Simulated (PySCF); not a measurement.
**Frontier orbitals and the lowest excitations**

C5H8S.
Geometry (PBE0-D3(BJ)/def2-SVP, Å), atoms numbered from 1 in this order:
```xyz
14
C5H8S angstrom
C      2.6040    1.8101   -0.3305
C      1.3855    1.2478   -0.3523
C      1.0920   -0.0907    0.1169
C     -0.1224   -0.6783    0.1025
S     -1.5917    0.0604   -0.4891
C     -2.7660   -1.2789   -0.2023
H      2.7718    2.8251   -0.6973
H      3.4725    1.2681    0.0568
H      0.5430    1.8273   -0.7494
H      1.9269   -0.6752    0.5170
H     -0.2366   -1.6984    0.4824
H     -2.8361   -1.5274    0.8664
H     -2.5009   -2.1744   -0.7825
H     -3.7440   -0.9142   -0.5442
```

The calculation used TDDFT CAM-B3LYP/def2-SVPD, vertical, gas phase, core orbitals frozen in the response in PySCF.

Kohn–Sham orbitals with the atoms that hold most of them (Löwdin shares over 4%, at most four atoms; ? is withheld):

```
orbital  ε (eV)                           atoms
 LUMO+2    1.57   S5 61%, H11 9%, H10 6%, C3 5%
 LUMO+1    1.18  S5 48%, C6 16%, H14 9%, H12 8%
   LUMO    0.13                               ?
   HOMO   -7.03  S5 34%, C3 18%, C4 16%, C1 13%
 HOMO-1   -9.20                               ?
 HOMO-2  -10.32   S5 47%, C4 13%, C6 10%, C2 6%
 HOMO-3  -11.17  C3 26%, C4 24%, C2 18%, S5 10%
```

**Question.** Which atoms hold the HOMO-1, and with what shares?

**Answer.** S5 (bonded to 2 C) 28%; C2 (bonded to 2 C and H) 22%; C1 (bonded to C and 2 H) 20%; C4 (bonded to C, S and H) 11%. By element: carbon 53% or more, sulfur 28%.

**Question.** Which atoms hold the LUMO, and with what shares?

**Answer.** C1 (bonded to C and 2 H) 24%; C4 (bonded to C, S and H) 24%; C2 (bonded to 2 C and H) 16%; C3 (bonded to 2 C and H) 14%.

**Question.** How does S1 compare with the orbital gap of 7.16 eV?

**Answer.** S1 is at 4.67 eV (f = 0.493), 2.49 eV below the gap, made of HOMO→LUMO (97%). 

**Question.** Give energy, strength and leading configuration of S1 and S6, and follow the Löwdin shares of the leading atoms from the occupied to the empty orbital.

**Answer.** 
- S1 (4.67 eV, f 0.493), HOMO→LUMO (97%): S5 34% → at most 14%, C3 18% → 14%, C1 13% → 24%, C4 16% → 24%
- S6 (6.63 eV, f 0.343), HOMO-1→LUMO (89%): S5 28% → at most 14%, C2 22% → 16%, C1 20% → 24%, C4 11% → 24%

On one thread, x86-64 server, shared host, this took 39 s wall.

One conformer stands for the species.
